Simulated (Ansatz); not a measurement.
**Loss of H2: C2H6S → C2H4S + H2**

Species: C2H6S (ethanethiol) `CCS`, singlet; C2H4S `C=CS`, singlet; H2 (hydrogen), singlet. 

Shapes, held fixed at every level: PBE0-D4/def2-TZVP. Flexible molecules stand in one conformer, not always the lowest. Programs: Ansatz 0.2.0. Electronic energies: no zero-point or thermal term.

```json
{"level": "PBE-D4/def2-TZVPP", "kind": "GGA", "ΔE (kJ/mol)": "+154.5", "less CCSD(T)/CBS estimate": "-3.2", "CPU time (sum over the molecules)": "9.5 s"}
{"level": "r2SCAN-D4/def2-TZVPP", "kind": "meta-GGA", "ΔE (kJ/mol)": "+157.6", "less CCSD(T)/CBS estimate": "-0.1", "CPU time (sum over the molecules)": "14 s"}
{"level": "B3LYP-D4/def2-TZVPP", "kind": "global hybrid", "ΔE (kJ/mol)": "+149.2", "less CCSD(T)/CBS estimate": "-8.5", "CPU time (sum over the molecules)": "11 s"}
{"level": "B2PLYP/def2-TZVPP", "kind": "double hybrid", "ΔE (kJ/mol)": "+152.0", "less CCSD(T)/CBS estimate": "-5.7", "CPU time (sum over the molecules)": "14 s"}
{"level": "MP2/def2-TZVPP", "kind": "perturbation theory", "ΔE (kJ/mol)": "+161.6", "less CCSD(T)/CBS estimate": "+3.9", "CPU time (sum over the molecules)": "–"}
{"level": "CCSD(T)/def2-TZVPP", "kind": "coupled cluster or CI", "ΔE (kJ/mol)": "+157.3", "less CCSD(T)/CBS estimate": "-0.4", "CPU time (sum over the molecules)": "81 s"}
{"level": "CCSD(T)/CBS estimate", "kind": "coupled cluster or CI", "ΔE (kJ/mol)": "+157.7", "less CCSD(T)/CBS estimate": "0.0", "CPU time (sum over the molecules)": "2.1 min"}
```

The highest level, CCSD(T)/CBS estimate, gives ΔE = +157.7 kJ/mol; the levels span +149.2 to +161.6. The column of differences is taken from that level and isn't an error. No measured value is set beside it here. The CBS estimate extrapolates MP2 from def2-TZVPP and def2-QZVPP and adds CCSD(T) − MP2 in the triple-zeta set, cores frozen; for H2 it overshoots the exact energy by about 1 mEh. Times are processor times on shared x86 and Arm servers, and rough.
